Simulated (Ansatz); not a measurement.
**BH5S (SMILES [BH3-][SH2+]): single points off equilibrium**

An exercise on one series of results from a longer session: the logs are not shown, and one member is left open.

The runs use Ansatz 0.2.0, Gaussian basis; single points in def2-TZVPP.

Cores are frozen in the correlated methods.

## The starting structure

7 atoms, charge 0, spin multiplicity 1.

Atoms are counted from 1 here; the program's logs count them from 0.

Bond lengths: B1–S2 1.912 Å, B1–H3 1.175 Å, B1–H4 1.220 Å, B1–H5 1.129 Å, S2–H6 1.092 Å, S2–H7 1.403 Å. Angles: S2–B1–H3 108.1°, S2–B1–H4 103.8°, S2–B1–H5 104.7°, H3–B1–H4 112.2°, H3–B1–H5 106.4°, H4–B1–H5 120.8°, B1–S2–H6 101.6°, B1–S2–H7 98.8°, H6–S2–H7 81.9°.

As a file:

```
B    -0.4774   -0.3519   -0.5200
S     0.5858    1.0203    0.2814
H    -1.5992   -0.0040   -0.4978
H    -0.2812   -1.3234    0.1909
H    -0.1669   -0.3586   -1.6053
H     0.4260    0.8291    1.3449
H     1.7499    0.2762    0.5260
```

Set-up of the first run:

File run/in.yaml:

```yaml
crystal:
  periodic: [false, false, false]
  atoms:
    - {symbol: B, position_ang: [-0.477400, -0.351900, -0.520000]}
    - {symbol: S, position_ang: [0.585800, 1.020300, 0.281400]}
    - {symbol: H, position_ang: [-1.599200, -0.004000, -0.497800]}
    - {symbol: H, position_ang: [-0.281200, -1.323400, 0.190900]}
    - {symbol: H, position_ang: [-0.166900, -0.358600, -1.605300]}
    - {symbol: H, position_ang: [0.426000, 0.829100, 1.344900]}
    - {symbol: H, position_ang: [1.749900, 0.276200, 0.526000]}
basis:
  gaussian: {orbitals: def2-TZVPP}
correlation: {method: ccsd_t}
output: {forces: true}
```

The command line of these runs was not kept.

Among the steps run: CCSD(T)/def2-TZVPP; PBE0-D4/def2-TZVPP; wB97M-V/def2-TZVPP; r2SCAN-D4/def2-TZVPP; PBE-D4/def2-TZVPP; B97M-V/def2-TZVPP; HSE06-D4/def2-TZVPP.

One table of the session follows, with a row left open; its other results are not shown here.

| method | RMS force component (eV/Å) | angle to CCSD(T) forces (°) | dipole (D) |
| --- | --- | --- | --- |
| CCSD(T) | 4.009 | reference | 3.95 |
| PBE0-D4 | 4.058 | 1.8 | 3.84 |
| wB97M-V | 3.986 | 0.7 | 3.91 |
| r2SCAN-D4 | 4.040 | 1.7 | 3.81 |
| PBE-D4 | 4.112 | 3.1 | 3.75 |
| B97M-V | 4.003 | 1.7 | 3.89 |
| HSE06-D4 | ? | ? | ? |

**Question.** Estimate the row for HSE06-D4.

As computed: RMS force component (eV/Å): 4.058; angle to CCSD(T) forces (°): 1.8; dipole (D): 3.83.
